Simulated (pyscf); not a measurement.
Optimised with ωB97X-D3(BJ)/def2-SVP in PySCF.

### Question
Estimate by transition-state theory (the high-pressure limit) the rate constant of `[CH]1=[CH][CH2][N]=[CH][CH2]1` → `[CH]#[N]` + `[CH2]=[CH][CH]=[CH2]` (singlet surface; C–C, C–N broken, none formed) at 900 K, with ωB97M-D3(BJ)/def2-TZVP energies (ideal gas, 1 atm, RRHO with modes under 100 cm⁻¹ raised to 100, one conformer, R ln 2 for rigid chiral ones; no tunnelling).

### Answer
The electronic barrier is 53.5 kcal/mol and the thermal terms add -6.5, so ΔG‡ = 47.0 kcal/mol. With k_BT/h = 1.88e+13 s⁻¹ and RT = 1.788 kcal/mol, k = 7.2e+01 s⁻¹, a half-life of 9.6e-03 s through this channel alone. Wigner's tunnelling factor for 612i cm⁻¹ would be 1.04. A shift of 1 kcal/mol in the barrier changes k by a factor 1.7. This is the saddle that the search found; another between the same sides may lie lower.
